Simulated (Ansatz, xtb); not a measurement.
## Two isomers of C2H4Cl2

We compare X, `ClCCCl`, a singlet, with Y, `CC(Cl)Cl`, a singlet. Both are isolated molecules in the gas phase, relaxed with PBE0-D3(BJ)/def2-SVP; each stands in its lowest conformer found.

Quicker runs give these differences E(Y) − E(X): GFN2-xTB −0.091 eV; HF/STO-3G +0.100 eV (at GFN2-xTB geometries); r2SCAN-D4/def2-SVP −0.020 eV (at GFN2-xTB geometries).

Task: Estimate E(Y) − E(X) at the level CCSD(T)/def2-TZVP.

Result: Too close to call at this level: CCSD(T)/def2-TZVP gives E(Y) − E(X) = +0.019 eV.

The same difference at several levels:

| level | geometry | E(Y) − E(X) (eV) | departure from the last row (eV) | job, with rough time for the two |
| --- | --- | --- | --- | --- |
| GFN2-xTB | GFN2-xTB | −0.091 | −0.109 | optimisation, 0.15 s |
| HF/STO-3G | GFN2-xTB | +0.100 | +0.081 | single point, 0.32 s |
| r2SCAN-D4/def2-SVP | GFN2-xTB | −0.020 | −0.039 | single point, 2.6 s |
| PBE0-D3(BJ)/def2-SVP | PBE0-D3(BJ)/def2-SVP | −0.004 | −0.022 | optimisation, 14 s |
| HF/def2-TZVP | PBE0-D3(BJ)/def2-SVP | +0.119 | +0.101 | part of the CCSD(T) run |
| MP2/def2-TZVP | PBE0-D3(BJ)/def2-SVP | −0.006 | −0.025 | part of the CCSD(T) run |
| CCSD(T)/def2-TZVP | PBE0-D3(BJ)/def2-SVP | +0.019 |  | single point, 61 s |

As drawn, both hold the same kinds of bond in the same numbers. Structure X has 0 methyl groups, Y 1.

The largest departure from CCSD(T)/def2-TZVP is that of GFN2-xTB, 0.109 eV.

With harmonic frequencies from PBE0-D3(BJ)/def2-SVP (ideal gas, rigid rotor, one conformer each, 298.15 K, 1 atm): on the last row, ΔE + ΔZPE = 0.000, ΔH = −0.002, ΔG = −0.009 eV.

Tabulated enthalpies of formation at 298 K are −130.1 kJ/mol for X (Active Thermochemical Tables 1.112) and −127.4 kJ/mol for Y (Active Thermochemical Tables 1.112), a difference of +0.028 eV. Calculated less tabulated ΔH, with the same thermal term: GFN2-xTB −0.140, HF/STO-3G +0.051, r2SCAN-D4/def2-SVP −0.069, PBE0-D3(BJ)/def2-SVP −0.053, HF/def2-TZVP +0.070, MP2/def2-TZVP −0.055, CCSD(T)/def2-TZVP −0.030 eV.

The correlated steps freeze 12 core orbitals. Programs: Ansatz 0.2.0, xtb 6.7.1; the last row on 2 threads of AMD EPYC 7R43 64-Core Processor (Zen 3) on a shared host.
